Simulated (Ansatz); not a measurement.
Relaxing Sc3C

Level of theory: DFT PBE, scalar-relativistic, plane waves, PAW in Ansatz. Cutoff 420 eV, Γ-centred k mesh, Gaussian smearing, no spin polarisation in the final step.

Sc3C was placed on the Cu3Au (L1_2) structure type (Pm-3m, No. 221), with C in place of Au, Sc in place of Cu, at a guessed volume.

```
Sc C
1.0
     4.00019    0.00000    0.00000
     0.00000    4.00019    0.00000
     0.00000    0.00000    4.00019
Sc C
3 1
Cartesian
  0.0000 2.0001 2.0001
  2.0001 0.0000 2.0001
  2.0001 2.0001 0.0000
  0.0000 0.0000 0.0000
```

Cell and atoms relax at zero pressure; the relaxation can't lower the symmetry of the start.

The zero of energy is the elements' standard structures at the same level; no fitted shifts are applied.

(1) Describe the relaxed structure.

(2) What are its volume, energy, density and gap?

Answers

(1) It keeps Pm-3m (No. 221). The result has the Cu3Au (L1_2) structure. Conventional cell: a = 4.014 Å. Around Sc lie 4 C at 2.84 Å and 8 Sc at 2.84 Å; around C lie 12 Sc at 2.84 Å.

Space group Pm-3m (No. 221). a = 4.014 Å, b = 4.014 Å, c = 4.014 Å, α = 90.00°, β = 90.00°, γ = 90.00°
| atom | site | symmetry | x | y | z |
| --- | --- | --- | --- | --- | --- |
| Sc | 3c | 4/mm.m | 0.0000 | 0.5000 | 0.5000 |
| C | 1a | m-3m | 0.0000 | 0.0000 | 0.0000 |

(2) The volume per atom is 16.17 Å³ and the density is 3.77 g/cm³. The energy over the elements is 0.64 eV/atom and the gap on the 12×12×12 mesh is 0 eV (a metal).

The final run used a 12×12×12 mesh on its 4-atom cell and 0.10 eV smearing. The k mesh leaves about 4 meV/atom of noise in metals. A structure relaxed within its symmetry needn't be a true minimum. The steps took about 30 core-seconds in all.

Cost: 2 runs of about 0.54 core-minutes in all, on Arm Neoverse V2 (shared hosts).